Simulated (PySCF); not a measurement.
# PBE/STO-6G run of [NO2]+ (SMILES O=[N+]=O)

What is the vertical ionisation energy of [NO2]+ at PBE/STO-6G? 

Program for the calculation: PySCF 2.14.0.

8 further runs of the same task are left out: 8 set aside as unsound or not needed.

## 1. The molecule

[NO2]+: 3 atoms, total charge +1, spin state singlet. As SMILES, `O=[N+]=O`. The coordinates come from a GFN2-xTB relaxation.

Bond lengths: O1–N2 1.091 Å, N2–O3 1.091 Å. Angles: O1–N2–O3 180.0°.

## 2. The energy at PBE/STO-6G

File calc.py:

```python
from pyscf import gto, dft

mol = gto.M(
    atom='''
O     -1.064294     1.721900    -0.389284
N     -0.000019    -0.000019     0.000000
O      1.064313    -1.721881     0.389284
''',
    unit='bohr',
    max_memory=1860,
    basis='sto-6g',
    charge=1,
    spin=0,
    verbose=3,
)

mf = dft.RKS(mol)
mf.xc = 'pbe'
mf.conv_tol = 1e-10
mf.grids.level = 5
mf.kernel()
if not mf.converged:
    mf = mf.newton().run(mf.mo_coeff, mf.mo_occ)

e_final = mf.e_tot
print('E = %.10f Eh' % e_final)
```

Command:

```console
OMP_NUM_THREADS=1 python calc.py
```

Standard output:

```text
converged SCF energy = -203.637158532618
E = -203.6371585326 Eh
```

It took 1.8 s on 1 thread of Arm Neoverse V2, shared host; peak memory 0.18 GiB.

## 3. Doublet [NO2]2+, same level

File input.xyz:

```xyz
3

O     -0.563200     0.911190    -0.206000
N     -0.000010    -0.000010     0.000000
O      0.563210    -0.911180     0.206000
```

File calc.py:

```python
from pyscf import gto, dft

mol = gto.M(
    atom='input.xyz',
    spin=1,
    basis='sto-6g',
    max_memory=1860,
    charge=2,
    verbose=3,
)

myscf = dft.UKS(mol)
myscf.xc = 'pbe'
myscf.grids.level = 5
myscf.conv_tol = 1e-10
myscf.kernel()
if not myscf.converged:
    myscf = myscf.newton().run(myscf.mo_coeff, myscf.mo_occ)

etot = myscf.e_tot
print('E(%s) = %.9f' % ('PBE', etot))
```

Command:

```console
OMP_NUM_THREADS=1 python calc.py
```

Standard output:

```text
converged SCF energy = -202.696052165511  <S^2> = 0.76027362  2S+1 = 2.0102474
E(PBE) = -202.696052166
```

It took 2.6 s on 1 thread of Arm Neoverse V2, shared host; peak memory 0.18 GiB.

## 4. What came out

Level: PBE/STO-6G.

```
                                            quantity          value
                        singlet [NO2]+: total energy  -203.63716 Eh
                         singlet [NO2]+: HOMO energy      -19.32 eV
                         singlet [NO2]+: LUMO energy      -12.00 eV
                       singlet [NO2]+: HOMO–LUMO gap        7.32 eV
                       doublet [NO2]2+: total energy  -202.69605 Eh
 doublet [NO2]2+: HOMO energy (highest over α and β)      -32.18 eV
  doublet [NO2]2+: LUMO energy (lowest over α and β)      -31.75 eV
                               doublet [NO2]2+: ⟨S²⟩          0.760
vertical ionisation energy (to the doublet dication)      25.609 eV
```

What this shows: Removing an electron at fixed nuclei costs 25.61 eV (2471 kJ/mol). −ε(HOMO) before ionisation, 19.32 eV, is 6.29 eV below this ionisation energy. In a minimal basis such a difference can be off by several eV, whatever the method. Mulliken charges (singlet [NO2]+) run from +0.26 on O1 to +0.48 on N2; they depend strongly on the basis.
